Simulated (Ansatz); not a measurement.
Geometry optimisation, Ansatz 0.2.0, UKS revPBE/def2-SVP.

The input (input.yaml):

```yaml
crystal:
  periodic: [false, false, false]
  atoms:
    - { symbol: B, position_ang: [-1.0e-06, -2.6e-05, -0.082698] }
    - { symbol: H, position_ang: [-2.0e-06, -2.6e-05, 1.121728] }
    - { symbol: H, position_ang: [1.053561, 1.7e-05, -0.688234] }
    - { symbol: H, position_ang: [-1.05356, 1.7e-05, -0.688237] }
    - { symbol: H, position_ang: [2.0e-06, 1.8e-05, 2.987441] }
magnetization:
  spin_polarized: true
  initial_magnetization: 1
basis:
  gaussian: { orbitals: def2-SVP }
hamiltonian:
  xc: revpbe
relax:
  f_tol: 0.03
  max_steps: 50
```

Command:

```bash
$ ansatz run input.yaml --threads 1 --pin off --max-ram 2048MiB --backend cpu --events-out ev --progress --plain --runs-dir out
```

**Question.** Where does it end, and by what steps?

**Answer.** It converged. The force dipped under the threshold on the way, but the program's further checks kept it going. After 10 steps the energy has fallen by 0.080 eV; H5 moved furthest, 1.32 Å.

```tsv
step	energy less start (eV)	largest force component (eV/Å)	accepted
0	0.0000	0.424	yes
1	-0.0129	0.139	yes
2	-0.0404	0.159	yes
3	-0.0586	0.057	yes
4	-0.0678	0.038	yes
5	-0.0748	0.020	yes
6	-0.0776	0.113	yes
7	-0.0680	0.504	no
8	-0.0791	0.007	yes
9	-0.0798	0.009	yes
10	-0.0803	0.006	yes
```

```xyz
5
Properties=species:S:1:pos:R:3
B 0.000 0.000 -0.415
H 0.000 0.000 0.800
H 1.052 0.000 -1.022
H -1.052 0.000 -1.022
H 0.000 0.000 4.309
```

Run time: 6.6 s on 1 thread of AMD EPYC 7R43 64-Core Processor (Zen 3) (shared host), peak memory 0.1 GiB.
